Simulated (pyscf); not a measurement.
H₃C–Al(OH)–OH (SMILES [CH3][Al]([OH])[OH]) + H₂ (SMILES [H][H]) -> H₃C–AlH–OH (SMILES [CH3][AlH][OH]) + H₂O (SMILES O), a four-centre exchange (singlet surface; Al–O, H–H broken, Al–H, H–O formed). Structures and frequencies: ωB97X-D3(BJ)/def2-SVP in PySCF. Energies in kcal/mol from the separated reactants.

AM1 to PM7: differences of heats of formation from MOPAC, which are fitted to 298 K values and so differ in kind from electronic energies by zero-point and thermal terms. 

Q: In single points PM3 puts the saddle at 65.5 kcal/mol and the reaction energy at +63.9 kcal/mol. Should these be trusted to within a few kcal/mol? Compare with ωB97M-D3(BJ)/def2-TZVP.

A: ωB97M-D3(BJ)/def2-TZVP gives ΔE‡ = 24.1 kcal/mol and ΔE = +29.1 kcal/mol. PM3 lies 41.4 kcal/mol over it in the barrier and 34.8 kcal/mol over it in the reaction energy, so on this step it does not hold to within 3.0 kcal/mol. ωB97M-D3(BJ)/def2-TZVP has limits of its own. On the product side the descent ends in an adduct with a Al–O contact, 21.2 kcal/mol under the separated species and 15.5 kcal/mol under the saddle at ωB97X-D3(BJ)/def2-TZVP. At ωB97M-D3(BJ) the saddle lies under the separated products, which points to a path from their complex (located at ωB97X-D3(BJ) alone), and parting the products costs more than the saddle. What is counted as broken (Al–O) persists as a longer contact in the product adduct; parting that adduct is a step of its own. At the saddle there is also a short Al–H contact that neither side keeps. This is the saddle that the search found; another between the same sides may lie lower.
